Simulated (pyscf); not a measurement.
HO–SbH–OH + water (H₂O) -> HO–Sb(OH)–OH + hydrogen (H₂), a four-centre exchange (singlet surface; H–Sb, H–O broken, O–Sb, H–H formed). Structures and frequencies: ωB97X-D3(BJ)/def2-SVP in PySCF. Energies in kJ/mol from the separated reactants.

Small-basis levels: PySCF, no dispersion term, spherical d functions. AM1 to PM7: differences of heats of formation from MOPAC, which are fitted to 298 K values and so differ in kind from electronic energies by zero-point and thermal terms. Cost: rough CPU time at the saddle relative to B3LYP/6-31G*+LANL2DZ, from one job on a shared machine.

```json
[
 {"level": "HF/6-31G*+LANL2DZ", "barrier": "193.6", "reaction energy": "-40.3", "cost": "0.1"},
 {"level": "PBE/6-31G*+LANL2DZ", "barrier": "82.5", "reaction energy": "-58.1", "cost": "2"},
 {"level": "B3LYP/LANL2DZ", "barrier": "102.9", "reaction energy": "-62.4", "cost": "0.9"},
 {"level": "B3LYP/6-31G*+LANL2DZ", "barrier": "112.5", "reaction energy": "-59.5", "cost": "1"},
 {"level": "M06-2X/6-31G*+LANL2DZ", "barrier": "104.9", "reaction energy": "-69.3", "cost": "2"},
 {"level": "B3LYP/6-311+G**+LANL2DZ", "barrier": "143.3", "reaction energy": "-15.4", "cost": "2"},
 {"level": "PM7", "barrier": "181.2", "reaction energy": "-149.4", "cost": "under 0.02"},
 {"level": "ωB97M-D3(BJ)/def2-TZVP", "barrier": "120.1", "reaction energy": "-39.1", "cost": "–"}
]
```

Against the last row the barrier runs from -37.5 (PBE/6-31G*+LANL2DZ) to +73.6 kJ/mol (HF/6-31G*+LANL2DZ). ωB97M-D3(BJ)/def2-TZVP has limits of its own. At the saddle there is also a short H–Sb contact that neither side keeps. One saddle was located; it need not be the lowest between these sides. In the def2 sets elements past Kr carry core potentials, without spin-orbit coupling.
